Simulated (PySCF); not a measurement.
**Reproducing measurements on C3H9N**

**Experimental background.**

NIST CCCBDB Release 22 (SRD 101), experimental polarizabilities lists, for the gas: mean polarisability 7.769 Å³.

How close the calculation comes is told at the end.

Compound: C3H9N.
Numbering: `[CH3:1][CH:2]([CH3:3])[NH2:4]` (hydrogens: H5, H6, H7 on C1; H8 on C2; H9, H10, H11 on C3; H12, H13 on N4)

Structure used (GFN2-xTB), in Å, numbered top down from 1:
```xyz
13
C3H9N angstrom
C      1.314   -0.460    0.014
C     -0.137   -0.128   -0.323
C     -0.468    1.311    0.065
N     -1.004   -1.023    0.434
H      1.466   -0.374    1.086
H      1.988    0.222   -0.498
H      1.554   -1.477   -0.288
H     -0.275   -0.236   -1.417
H      0.204    2.004   -0.436
H     -1.490    1.557   -0.213
H     -0.364    1.430    1.140
H     -1.979   -0.835    0.226
H     -0.813   -1.989    0.192
```

Runs made with PySCF (gas phase, on this GFN2-xTB geometry; no spin–orbit coupling):

```
              level                                                                job  basis functions  wall time
CAM-B3LYP/def2-SVPD  8 singlets by full TDDFT, 3 Tamm–Dancoff triplets, polarisability              152       23 s
```

Hardware: one thread, Arm Neoverse N1, on a shared host.

Results beside the measurements:

**Mean polarisability.** Measured: 7.769 Å³ (NIST CCCBDB Release 22 (SRD 101), experimental polarizabilities).

```json
{"level": "CAM-B3LYP/def2-SVPD", "computed (Å³)": "7.169", "computed − measured (Å³)": "-0.600", "% (from the printed values)": "-8"}
```

The computed values are static and purely electronic, with core orbitals frozen in the response (1 au = 0.148185 Å³). The table of measured values doesn't say here whether a value is static or optical, or holds a vibrational part. The measurement averages over conformers, the calculation has one.

The geometry is computed, not the measured one. Where a level misses, the cause wasn't examined.
